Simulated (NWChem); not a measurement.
# Atomisation of methylamine (CH5N)

SMILES: CN
```xyz
7

C     -0.0879     0.6951     0.0000
N      0.1985    -0.7322     0.0000
H      0.3721     1.1679    -0.8835
H      0.3721     1.1679     0.8835
H     -1.1629     0.9798     0.0000
H     -0.2216    -1.1804    -0.8146
H     -0.2216    -1.1804     0.8146
```
Charge 0, spin multiplicity 1.

Everything below was run with NWChem. The geometry was optimised at B3LYP/def2-SVP, a minimum by its harmonic frequencies.

Basis set: def2-TZVP. The atomisation energy is electronic alone: no zero-point, thermal, spin-orbit or counterpoise terms. No value is extrapolated to the basis-set limit. Free atoms are single determinants with multiplicities C 3, N 4, H 2. Correlated methods freeze the same cores in atoms and molecule, 2 orbitals in all.

B3LYP has NWChem's definition, with VWN1-RPA local correlation. No SCF solution was tested for a lower state. Open-shell Hartree-Fock references start from PBE0 orbitals.

Q: Order these methods by the atomisation energy they give, lowest first: LDA (SVWN5), B3LYP, MP2, PBE.

A: MP2 (557.0 kcal/mol), B3LYP (581.5 kcal/mol), PBE (588.8 kcal/mol), LDA (SVWN5) (658.5 kcal/mol)
